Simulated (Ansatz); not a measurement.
A calculation with Ansatz (development build ahead of 0.2.0).

```yaml
crystal:
  periodic: [false, false, false]
  atoms:
    - { symbol: B, position_ang: [0.0, 0.0, 0.0] }
    - { symbol: H, position_ang: [1.31309, 0.0, 0.0] }
    - { symbol: H, position_ang: [-1.31309, 0.0, 0.0] }
basis:
  gaussian: { orbitals: "6-31G" }
magnetization:
  initial_magnetization: 3
hamiltonian:
  xc: hf
correlation:
  method: fci
  frozen_orbitals: { B: 1, H: 0 }
```

The input is written out in the form of the current development build from the run's settings.

Output:

- Converged: yes
- Total energy: -25.54635 hartree
- State: lowest quartet root, of any spatial symmetry
